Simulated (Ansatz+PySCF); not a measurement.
singlet CH4: levels of theory in one basis

```xyz
5

C     0.0000    0.0000    0.0000
H     0.8242    0.8242    0.8242
H     0.6340   -0.6340   -0.6340
H    -0.6340    0.6340   -0.6340
H    -0.6340   -0.6340    0.6340
```

Basis set: 6-31G (spherical functions). Correlated methods keep 1 orbital frozen. Charge 0, multiplicity 1.

Computed with Ansatz (development build ahead of 0.2.0); each method stands on the lowest determinant of its kind that the runs found.

```csv
method,E − E(RHF) (eV),<S²> of the determinant
RHF,0.00,0.00
RHF-MP2,-2.85,–
RHF-CCSD(T),-3.52,–
full CI (lowest root of this spin),-3.53,–
```

Question: What does RHF-CCSD give on the same scale?

Answer: -3.46 eV.

At such a shape the full CI root can have another spatial symmetry than the determinants, so the rows needn't describe one state.

Question: Is a single determinant a sound starting point here?

Answer: Only with care. Unrestricted orbitals gain 0.00 eV and <S²> is 0.00 against 0.00 for a pure state, but bonds are stretched.

Caution for RHF-MP2, RHF-CCSD, RHF-CCSD(T): bonds are stretched, where a single reference can fail.
